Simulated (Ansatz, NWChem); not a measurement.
# BHF2 (SMILES FBF): from total energies to a heat of formation

BHF2: 4 atoms, total charge 0, spin state singlet. As SMILES, `FBF`. Geometry: relaxed at PBE0-D4/def2-TZVP.

Total energies at BP86/6-311++G(2d,2p) (NWChem 7.3.0); the atoms run unrestricted:

| species | state | energy (Eh) |
| --- | --- | --- |
| BHF2 | singlet | -225.316615 |
| F | doublet | -99.752358 |
| B | doublet | -24.648922 |
| H | doublet | -0.500137 |

Harmonic wavenumbers at PBE0-D4/def2-TZVP, in cm⁻¹: 539, 925, 1088, 1187, 1445, 2694.

Measured heats of formation of the gaseous atoms at 298.15 K, in kJ/mol: F 79.4, B 570.3, H 218.0. Spin-orbit lowering of the atoms at 298 K (mean of the ground term's levels less their thermal mean, from spectra), in kJ/mol: F 1.29, B 0.00. Take 1 Eh = 2625.50 kJ/mol, 1 cm⁻¹ = 0.0119627 kJ/mol, RT = 2.479 kJ/mol.

Question: What heat of formation follows?

Answer: 
1. Electronic atomisation energy: 2 × (-99.752358) + (-24.648922) + (-0.500137) − (-225.316615) = 0.662840 Eh = 1740.3 kJ/mol.
2. Zero-point energy: half the sum of the wavenumbers, 3939 cm⁻¹ = 47.1 kJ/mol.
3. Thermal vibrational enthalpy, Σ hcν̃/(exp(hcν̃/kT) − 1): 0.8 kJ/mol. Translation, rotation and pV of a non-linear molecule: 4 RT = 9.9 kJ/mol.
4. The 4 free atoms carry 5/2 RT each: 24.8 kJ/mol.
5. Spin-orbit coupling lowers the free atoms by 2 × 1.29 + 0.00 = 2.6 kJ/mol.
6. Atomisation enthalpy at 298 K: 1740.3 − 2.6 − 47.1 − 0.8 − 9.9 + 24.8 = 1704.7 kJ/mol.
7. Sum of the atoms' heats of formation: 947.1 kJ/mol. Heat of formation: 947.1 − 1704.7 = -757.6 kJ/mol.

No measured value is set beside it here. Anharmonicity and any spin-orbit splitting of the molecule are left out.
